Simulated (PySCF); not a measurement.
Gas-phase reaction: SiHCl + SiCl₄ + 3 SiH₃ → 5 SiH₂Cl

Energies from PySCF, thermal terms from the rigid-rotor harmonic-oscillator model, ideal gas at 1 bar. † marks an energy on the PBE0/def2-TZVP geometry and frequencies; other levels use their own. CCSD(T) freezes the core. 6-31G* has spherical d functions here. Open shells (unrestricted): SiH₃ (multiplicity 2), SiH₂Cl (multiplicity 2); the rest are closed-shell singlets. B3LYP is the form with VWN-RPA correlation. SiHCl, SiH₂Cl: computed as isolated molecules; such fragments, hydroxides, amides, oligomers or adducts are transient or little studied in the gas. CCSD(T) isn't extrapolated to the basis-set limit; its ΔH°(298 K) is 167.9 kJ in def2-SVP and 155.2 kJ in def2-TZVPP. The harmonic model lacks anharmonicity and excited electronic states, which grow with temperature; levels with a mode under 35 cm⁻¹ are left out.

ΔH° and ΔS° at 298 K: B3LYP/6-31G* 120 kJ, 77 J/K; B3LYP/def2-TZVP† 120 kJ, 77 J/K; BLYP/def2-TZVP† 117 kJ, 77 J/K; CCSD(T)/def2-SVP† 168 kJ, 77 J/K; HF/6-31G* 61 kJ, 79 J/K; HF/def2-TZVP† 61 kJ, 77 J/K.

**Question.** With the heat capacities included, give log10 K (1 bar) at 500, 1200, 1600, 1800, 2500 K from B3LYP/6-31G*, B3LYP/def2-TZVP†, BLYP/def2-TZVP†, CCSD(T)/def2-SVP†, HF/6-31G*, HF/def2-TZVP†.

**Answer.** 
| T (K) | B3LYP/6-31G* | B3LYP/def2-TZVP† | BLYP/def2-TZVP† | CCSD(T)/def2-SVP† | HF/6-31G* | HF/def2-TZVP† |
|---|---|---|---|---|---|---|
| 500 | -8.6 | -8.6 | -8.3 | -13.6 | -2.3 | -2.4 |
| 1200 | -1.4 | -1.5 | -1.3 | -3.6 | 1.2 | 1.1 |
| 1600 | -0.2 | -0.2 | -0.1 | -1.8 | 1.8 | 1.7 |
| 1800 | 0.2 | 0.2 | 0.3 | -1.2 | 2.0 | 1.9 |
| 2500 | 1.2 | 1.1 | 1.2 | 0.1 | 2.4 | 2.4 |
